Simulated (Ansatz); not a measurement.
Worked example: correlation energy of H$_{3}$Si–GeH, triplet

Geometry: that of the H3Si–GeH, singlet, kept fixed. The singlet lies 1.1 eV lower here.

```xyz
6

Si    0.0000    0.0278    1.7126
Ge    0.0000   -0.0307   -0.7441
H     0.0000    1.3481    2.4004
H     1.1976   -0.7339    2.1785
H    -1.1976   -0.7339    2.1785
H     0.0000    1.5581   -0.8556
```

Basis cc-pVDZ; Ansatz 0.2.0. Correlated methods freeze the noble-gas cores and the filled d shells of p-block atoms, which leaves 12 electrons in 46 orbitals. R marks a restricted (for open shells ROHF) determinant, U an unrestricted one. No spin–orbit coupling is included, and no scalar relativity.

Full CI isn't at hand for all of this; UCCSDT(Q) serves as the reference, and is uncertain by about the last step of the cluster series.

Runs differ by some tens of microhartree through their thresholds and, for an open shell, their frozen cores, so steps under 0.03 kcal/mol mean nothing.

| level | total energy (hartree) |
| --- | --- |
| UHF | -2366.522421 |
| UMP2 | -2366.690747 |
| UCCSD | -2366.733785 |
| UCCSD(T) | -2366.739237 |
| UCCSDT | -2366.740492 |
| UCCSDT(Q) | -2366.740724 |

Task: What is the correlation energy at UCCSDT(Q), and what share of it do UMP2 and UCCSD recover?

Result: E(corr) = -2366.740724 − (-2366.522421) = -0.218303 hartree = -5.940 eV. UMP2: -0.168326 / -0.218303 = 77.11 %. UCCSD: -0.211364 / -0.218303 = 96.82 %.

Task: By how many kcal/mol does UCCSD(T) miss UCCSDT(Q) (1 hartree = 627.509 kcal/mol), and which steps make up the rest?

Result: -2366.739237 − (-2366.740724) = 0.001487 hartree = 0.93 kcal/mol. Steps: UCCSDT − UCCSD(T) = -0.79, UCCSDT(Q) − UCCSDT = -0.15 kcal/mol. Differences between like states or geometries often cancel part of this.
